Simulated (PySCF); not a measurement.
Saddle point of CH$_{7}$BO, closed shell (CH₅BO ([BH2][O][CH3]) + H₂ → CH₄O ([CH3][OH]) + BH₃ (still joined by a long B–O bond); bonds formed: B1–H7, O2–H6; bonds broken: H6–H7; bonds weakened to dative contacts: B1–O2), PBE0-D4/def2-TZVP structure:

| atom | x (Å) | y (Å) | z (Å) |
| --- | --- | --- | --- |
| B1 | -0.7391 | 0.7981 | -0.5362 |
| O2 | 0.5838 | -0.0253 | -0.5295 |
| C3 | 0.6185 | -1.0973 | 0.3942 |
| H4 | -0.9595 | 1.2761 | -1.6082 |
| H5 | -1.6208 | 0.3081 | 0.1092 |
| H6 | 0.4728 | 1.0926 | 0.0524 |
| H7 | -0.2487 | 1.7944 | 0.2219 |
| H8 | 1.6181 | -1.5333 | 0.3725 |
| H9 | 0.3939 | -0.7606 | 1.4128 |
| H10 | -0.1189 | -1.8527 | 0.1108 |

Energies are electronic, without zero-point energy. Barriers and step energies count from the start structure reached by relaxing down the imaginary mode; all methods use the PBE0-D4 structures, on which another method's saddle can fall below an end. PySCF 2.14 with density fitting (its default auxiliary sets; JK sets also for MP2 and CCSD(T)); basis: def2-TZVPP, with def2-QZVPP for the basis limit; cores frozen in the correlated methods. B3LYP uses VWN-RPA correlation. Extrapolation: Hartree–Fock as exp(−7.88 √X), correlation as X^−2.97.

```tsv
method	barrier (kcal/mol)	step energy (kcal/mol)
SPW92	22.34	5.47
PBE-D4	31.99	12.47
r2SCAN-D4	?	12.71
PBE0-D4	34.11	11.12
B3LYP-D4	39.97	15.07
BHLYP-D4	43.01	13.95
wB97M-V	?	12.62
HF	54.63	18.02
MP2	?	12.88
CCSD	41.34	12.78
CCSD(T)	39.51	12.66
```

Task: Fill in the withheld barriers. (Judge from chemistry; the value comes from the calculation.)

Result: Computed: wB97M-V 38.39; MP2 38.07; r2SCAN-D4 34.68 kcal/mol. Each is the energy of the saddle less that of the start structure, by the same method.

For comparison, the barrier by CCSD(T) at an estimated basis limit (MP2 extrapolated from triple and quadruple zeta, plus CCSD(T) − MP2 in triple zeta) is 39.27 kcal/mol.

The T1 diagnostic stays at or below 0.014. The start structure is not quite a true minimum (one mode of 32i cm⁻¹).

Labels in which every atom is bracketed show which atoms are joined, not bond orders.

For scale, one of the runs: CCSD(T)/def2-TZVPP, 191 basis functions, launched by `OMP_NUM_THREADS=4 python run.py`. Hardware: 4 CPU threads of a Oxide Virtual Turin-like, shared host. Wall time 3 min; peak host memory 2 GiB.
